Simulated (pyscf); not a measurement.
Four-centre exchange: H₃Si–PH₂ + silane (SiH₄) → H₃Si–SiH₂–PH₂ + hydrogen (H₂)

Gas phase, singlet surface, charge 0. Bonds broken: Si2–H5, Si8–H9. Bonds formed: Si2–Si8, H5–H9. Structures and frequencies: ωB97X-D3(BJ)/def2-SVP in PySCF.

Transition state (Å):

```xyz
12

P      0.3843    -1.8580    -0.2735
Si     0.4086     0.1132     0.8256
H     -0.9457    -2.1690     0.1304
H     -0.0137    -1.3054    -1.5252
H     -0.5854     1.0814    -0.3641
H      0.3763    -0.2356     2.2794
H      1.6905     0.8365     0.5799
Si    -1.6970     1.5224     0.9660
H     -1.3972     1.6733    -0.6729
H     -2.2998     0.2145     0.5410
H     -2.6592     1.9031     2.0769
H     -0.7139     2.6501     1.0750
```

One imaginary mode, 1366i cm⁻¹; descent along it reached the two sides named.

```json
[
 {"bond": "Si2–H5", "change": "breaks", "reactant side (Å)": "1.492", "saddle": "1.828", "product side": "3.4"},
 {"bond": "Si8–H9", "change": "breaks", "reactant side (Å)": "1.490", "saddle": "1.673", "product side": "3.8"},
 {"bond": "Si2–Si8", "change": "forms", "reactant side (Å)": "3.9", "saddle": "2.538", "product side": "2.333"},
 {"bond": "H5–H9", "change": "forms", "reactant side (Å)": "2.9", "saddle": "1.051", "product side": "0.761"}
]
```

Electronic energies relative to the separated reactants (kcal/mol):

```csv
level,barrier,reaction energy,reverse barrier
ωB97X-D3(BJ)/def2-TZVP,68.8,+0.5,68.3
PBE/def2-TZVP,59.0,+1.7,57.3
r²SCAN/def2-TZVP,63.0,+2.4,60.6
B3LYP-D3(BJ)/def2-TZVP,69.4,+3.4,66.0
PBE0-D3(BJ)/def2-TZVP,62.3,+1.4,60.9
M06-2X/def2-TZVP,70.8,+3.4,67.4
ωB97M-D3(BJ)/def2-TZVP,70.4,+5.2,65.2
HF/def2-TZVP,101.5,+11.8,89.7
```

With ωB97M-D3(BJ)/def2-TZVP energies and thermal terms (ideal gas, 1 atm, RRHO with modes under 100 cm⁻¹ raised to 100, one conformer, R ln 2 for chiral ones without a mode under 150 cm⁻¹), in kcal/mol:

```json
[
 {"T (K)": "298", "ΔH‡": "69.9", "ΔG‡": "79.7", "ΔH": "+3.8", "ΔG": "+4.7"},
 {"T (K)": "600", "ΔH‡": "70.3", "ΔG‡": "89.5", "ΔH": "+5.4", "ΔG": "+4.8"},
 {"T (K)": "900", "ΔH‡": "71.0", "ΔG‡": "98.9", "ΔH": "+6.4", "ΔG": "+4.3"},
 {"T (K)": "1200", "ΔH‡": "71.7", "ΔG‡": "108.2", "ΔH": "+7.0", "ΔG": "+3.6"}
]
```

At the saddle there is also a short H–Si contact that neither side keeps. The same reactants have a lower exit, to H₃Si–PH–SiH₃ + H₂ (barrier +63.7 kcal/mol at ωB97M-D3(BJ)/def2-TZVP, against +70.4 kcal/mol here). H₃Si–SiH₂–PH₂ lies 5.7 kcal/mol over its isomer H₃Si–PH–SiH₃ (electronic energy, ωB97M-D3(BJ)/def2-TZVP). One saddle was located; it need not be the lowest between these sides.
